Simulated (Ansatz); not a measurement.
A nudged elastic band was laid between two geometries of C₂H₃NOS (8 atoms, charge 0, multiplicity 1).

Method: RKS LDA/6-31G (Ansatz 0.2.0).

```
movable images  : 5
climbing image  : yes
spring          : 5.0 eV/Å²
optimiser       : quadratic models (default)
start path      : IDPP
force threshold : 0.05 eV/Å
iteration limit : 60
end points      : relaxed
```

Initial state:

```xyz
8
Properties=species:S:1:pos:R:3
N 1.119 -1.904 1.367
C 0.642 -0.944 0.876
C 0.116 0.231 0.206
O 0.886 0.644 -0.897
S -1.687 -0.202 -0.261
H 0.082 1.089 0.898
H 0.920 -0.072 -1.584
H -1.986 1.101 -0.659
```

Final state:

```xyz
8
Properties=species:S:1:pos:R:3
N 0.701 -2.011 0.980
C 0.441 -0.892 0.708
C 0.170 0.467 0.283
O 1.026 0.906 -0.744
S -1.695 0.604 -0.119
H 0.298 1.179 1.116
H 0.934 0.342 -1.554
H -1.783 -0.651 -0.725
```

**Question.** What changes between the two ends?

**Answer.** No bond is made or broken. The dihedral O4–C3–S5–H8 goes from -64 to 88°.

**Question.** What energy profile does the band end with?

**Answer.** The forces met the threshold. The highest image is number 3 of 0 to 6, 16.1 kJ/mol above the first end and 12.5 kJ/mol above the last; the last end lies 3.6 kJ/mol above the first. A vibrational analysis at the climbing image gives one clearly imaginary mode, 260i cm⁻¹: a first-order saddle point. Limits of this set-up: no polarisation functions.

| image | path coordinate (Å) | energy (kJ/mol) | dihedral O4–C3–S5–H8 (°) |
| --- | --- | --- | --- |
| 0 | 0.00 | 0.0 | -64 |
| 1 | 0.45 | 3.5 | -40 |
| 2 | 0.90 | 11.8 | -14 |
| 3 | 1.35 | 16.1 | 13 |
| 4 | 1.83 | 12.2 | 40 |
| 5 | 2.31 | 6.2 | 65 |
| 6 | 2.78 | 3.6 | 88 |

**Question.** What is the geometry of the highest image?

**Answer.** 
```xyz
8
Properties=species:S:1:pos:R:3:forces:R:3
N 1.129 -2.112 0.725 -0.01 0.00 0.02
C 0.645 -1.042 0.617 0.02 0.00 -0.02
C 0.090 0.276 0.403 -0.01 0.00 0.00
O 0.712 0.960 -0.660 0.00 0.00 0.01
S -1.828 0.103 0.159 0.00 0.00 0.00
H 0.191 0.913 1.297 0.00 0.00 0.00
H 0.889 0.349 -1.422 0.00 0.00 0.00
H -1.735 0.497 -1.174 0.00 0.00 0.00
```

**Question.** What are the harmonic wavenumbers there?

**Answer.** 260i, 160, 224, 322, 384, 453, 581, 646, 816, 918, 1068, 1191, 1253, 1355, 2262, 2446, 3074, 3503 cm⁻¹.

The run took 62 s on 1 thread of Arm Neoverse V1, on a shared host, peak memory 0.1 GiB.
